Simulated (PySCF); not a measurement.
Compound: pyrazine, C₄H₄N₂.
Geometry (PBE0-D3(BJ)/def2-TZVP, Å), atoms numbered from 1 in this order:
```xyz
10
C4H4N2 angstrom
C      0.7948   -0.0837    1.0591
C      1.2083    0.5383   -0.1113
N      0.4227    0.6230   -1.1772
C     -0.7816    0.0789   -1.0587
C     -1.1952   -0.5423    0.1120
N     -0.4096   -0.6272    1.1779
H      1.4533   -0.1428    1.9207
H      2.1984    0.9781   -0.1881
H     -1.4399    0.1381   -1.9202
H     -2.1857   -0.9811    0.1893
```

All values: wB97X-D/pcSseg-2 (PySCF, non-relativistic), on one gas-phase PBE0-D3(BJ)/def2-TZVP geometry that isn't relaxed in the solvent. The solvent is an IEF-PCM continuum (Bondi radii, 1.10 Å for H, scaled by 1.2). Only the electrostatic response of the medium enters.

Gas phase at wB97X-D/pcSseg-2: HOMO -9.24 eV, LUMO 0.20 eV, dipole 0.00 D.

**Question.** What does the continuum do to the energy, the frontier levels and the dipole at wB97X-D/pcSseg-2 in chloroform?

**Answer.** 
```
   solvent      ε  E(solvent) − E(gas) (kcal/mol)  polarisation term (kcal/mol)  distortion of the solute (kcal/mol)  HOMO (eV)  LUMO (eV)  dipole (D)
chloroform  4.711                           -3.80                         -4.23                                 0.43      -9.28       0.22        0.00
```

The first energy column is the sum of the next two and covers electrostatics alone. Charge and dipole vanish, so a point-dipole model would give no lowering at all.

The pairwise dispersion term of wB97X-D wasn't added to the energies; at a given geometry it leaves orbitals and properties as they are.
